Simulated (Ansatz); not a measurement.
For zinc-blende HgSe, LDA in Ansatz (PAW) gives:

- lattice constant a = 6.063 Å
- bulk modulus B0 = 57.9 GPa
- cohesive energy = 2.44 eV/atom

### Question
What does HSE06 (plane waves, PAW; Ansatz, a first-principles code) give for the same quantities?

### Answer

- lattice constant a: 6.179 Å (goes up by 1.9 %)
- bulk modulus: 50.5 GPa (decreases by 13 %)
- cohesive energy: 1.62 eV/atom (drops by 0.82 eV/atom)

For comparison: lattice constant a 6.085 Å (measured, 293 K, not corrected to a static lattice; as tabulated in Cardona et al. (2009), arXiv:0908.2634); bulk modulus 50 GPa (measured, temperature not stated, no zero-point or thermal correction, sources range from 48.5 to 51.6; as tabulated in Toher et al. (2017), arXiv:1611.05714).

Changes are worked out from the printed values.

Unless a cell is named, each level is at its own relaxed cell (LDA 27.86, HSE06 29.49 Å³/atom).

Levels without +SOC leave out spin–orbit coupling, which shifts energies and cells of such heavy elements.

Ansatz's density-functional and Hartree–Fock values are scalar-relativistic unless marked +SOC, with PAW data made under PBE.
